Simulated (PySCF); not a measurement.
Compound: C4H8FN.
SMILES with atom numbers: `[CH3:1][C@@H:2]1[NH:3][C@H:4]1[CH2:5][F:6]` (hydrogens: H7, H8, H9 on C1; H10 on C2; H11 on N3; H12 on C4; H13, H14 on C5)

Computed geometry: GFN2-xTB, gas phase.

**Question.** Give the optimised bond lengths and angles.

**Answer.** 
```json
{"bond": "C1–C2", "length (Å)": "1.507", "order": "single"}
{"bond": "C2–N3", "length (Å)": "1.446", "order": "single"}
{"bond": "N3–C4", "length (Å)": "1.448", "order": "single"}
{"bond": "C4–C5", "length (Å)": "1.508", "order": "single"}
{"bond": "C5–F6", "length (Å)": "1.376", "order": "single"}
{"bond": "C2–C4", "length (Å)": "1.483", "order": "single"}
{"bond": "C1–H7, C1–H8, C1–H9", "length (Å)": "1.089", "order": "single"}
{"bond": "C2–H10", "length (Å)": "1.085", "order": "single"}
{"bond": "N3–H11", "length (Å)": "1.015", "order": "single"}
{"bond": "C4–H12", "length (Å)": "1.087", "order": "single"}
{"bond": "C5–H13", "length (Å)": "1.095", "order": "single"}
{"bond": "C5–H14", "length (Å)": "1.093", "order": "single"}
```

Bonds in one row agree within 0.01 Å and their mean is given. Orders are formal, as drawn. A selection of angles:
```json
{"angle": "C2–C1–H7", "degrees": "110.1"}
{"angle": "C2–C1–H9", "degrees": "110.9"}
{"angle": "H7–C1–H8", "degrees": "108.6"}
{"angle": "C1–C2–N3", "degrees": "121.2"}
{"angle": "C1–C2–C4", "degrees": "120.8"}
{"angle": "C1–C2–H10", "degrees": "114.4"}
{"angle": "N3–C2–C4", "degrees": "59.2"}
{"angle": "N3–C2–H10", "degrees": "113.0"}
{"angle": "C4–C2–H10", "degrees": "117.2"}
{"angle": "C2–N3–C4", "degrees": "61.7"}
{"angle": "C2–N3–H11", "degrees": "114.0"}
{"angle": "C4–N3–H11", "degrees": "114.1"}
{"angle": "N3–C4–C5", "degrees": "115.4"}
{"angle": "N3–C4–H12", "degrees": "119.4"}
{"angle": "C5–C4–H12", "degrees": "113.6"}
{"angle": "C2–C4–N3", "degrees": "59.1"}
{"angle": "C2–C4–C5", "degrees": "121.1"}
{"angle": "C2–C4–H12", "degrees": "117.8"}
{"angle": "C4–C5–F6", "degrees": "110.2"}
{"angle": "C4–C5–H13", "degrees": "111.4"}
{"angle": "C4–C5–H14", "degrees": "110.8"}
{"angle": "F6–C5–H13", "degrees": "106.7"}
{"angle": "F6–C5–H14", "degrees": "107.5"}
{"angle": "H13–C5–H14", "degrees": "110.2"}
```

Dihedral angles: C1–C2–N3–C4 -110° (anticlinal); C2–N3–C4–C5 -112° (anticlinal); N3–C4–C5–F6 157° (antiperiplanar); C1–C2–C4–N3 110° (anticlinal).

Of the pairs four or more bonds apart, H9···H11 is among the closest relative to their van der Waals radii: 2.49 Å, 104 % of the sum of Bondi's values. N3 (secondary amine nitrogen) is pyramidal (angles 114.1°, 114.0° and 61.7°, sum 289.7°, 0.57 Å off the plane of its three neighbours). The C–C distances run from 1.483 Å (C2–C4, drawn single) to 1.508 Å (C4–C5, drawn single), a spread of 0.025 Å. The 3-membered ring C2–N3–C4 has internal angles of 59.1° to 61.7°.

Point group: C1 (no symmetry element, even within 0.4 Å). Not checked by GFN2-xTB frequencies. One conformer, not necessarily the lowest.
